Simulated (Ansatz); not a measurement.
The input, for Ansatz 0.2.0:

```yaml
crystal:
  periodic: [false, false, false]
  atoms:
    - {symbol: Al, position_ang: [0.000000, 0.000000, -2.820900]}
    - {symbol: Ga, position_ang: [0.000000, 0.000000, -0.524600]}
    - {symbol: O, position_ang: [0.000000, 0.000000, 1.198800]}
    - {symbol: H, position_ang: [0.000000, 0.000000, 2.146700]}
basis:
  gaussian: {orbitals: cc-pVDZ}
total_charge: 1
magnetization: {spin_polarized: false, initial_magnetization: 3}
correlation: {method: mp2, electrons: outside_noble_gas}
output: {forces: true}
```

```sh
$ ansatz run in.yaml --threads 1 --pin off --events-out ev --progress --plain --max-ram 2393MiB
```

Question: What does the program do with this input?

Answer: Refused. The input was made wrong on purpose (multiplicity of wrong parity), so the run isn't a sound calculation of what was asked.
```
Error: a molecule whose nuclei and cores have a total charge of 53 cannot have a net charge of 1 together with 3 unpaired electrons
```
